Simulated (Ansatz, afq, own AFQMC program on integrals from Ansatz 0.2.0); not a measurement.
**Al$_{2}$H, quartet in 6-31G, levels against full CI**

```tsv
atom	x (Å)	y (Å)	z (Å)
Al	0.0000	0.0000	1.2026
Al	0.0000	0.0000	-3.9884
H	0.0000	0.0000	2.7858
```

Connectivity, by distances: AlH ··· Al.

Basis 6-31G. Only valence electrons are correlated. Ansatz 0.2.0 and our own AFQMC program on the same integrals; the CISD trial comes from CCSD amplitudes, and released means the phaseless constraint is let go. ± is one standard error of the sampling.

Determinant: UHF, the one that the program's search chose, which needn't be the lowest solution. The geometry is a point of a scan.

Full CI on the same integrals is exact in this basis and with this determinant's frozen core.

Cautions: lower spins were not checked; the CCSDT(Q) amplitudes may be one of several solutions (largest double 0.52); the CCSDTQ amplitudes may be one of several solutions (largest double 0.88).

The T1 diagnostic is 0.0156. The weight of the determinant in the CISD state is 0.919, the ⟨S²⟩ of the determinant is 3.753 and the size of the correlated space is 7 electrons in 18 orbitals.

Reference: full CI, correlation energy -1.594 eV. The released energy is read at 2.40 1/Eh (meV from the phaseless value at times in 1/Eh: -0.4 ± 1.2 at 0.24, -0.2 ± 1.1 at 0.51, -2.5 ± 0.7 at 0.99, -3.5 ± 1.1 at 1.62, -4.1 ± 0.5 at 2.40).

| level | E − E(reference) (meV) | share of correlation (%) |
| --- | --- | --- |
| HF | 1594.4 | 0.00 |
| MP2 | 652.1 | 59.10 |
| CCSD | 31.8 | 98.01 |
| CCSD(T) | 20.1 | 98.74 |
| CCSDT | 5.9 | 99.63 |
| CCSDT(Q) | 3.0 | 99.81 |
| CCSDTQ | 0.2 | 99.99 |
| ph-AFQMC/HF | 76.4 ± 14.9 | 95.21 |
| ph-AFQMC/CISD | 17.9 ± 0.9 | 98.88 |
| released AFQMC | 13.7 ± 0.5 | 99.14 |

CCSDT and higher add their correlation energy to the determinant of the CCSD(T) run, since their own runs factorise the integrals more tightly (a shift of under 2 meV). A walk keeps the symmetry of its determinant, which the program's search chose and which needn't be the lowest solution, so a lower state of the same spin and another symmetry isn't excluded. Released energies are given only where the last usable release times agree within the noise; a slower fall can still hide under it.
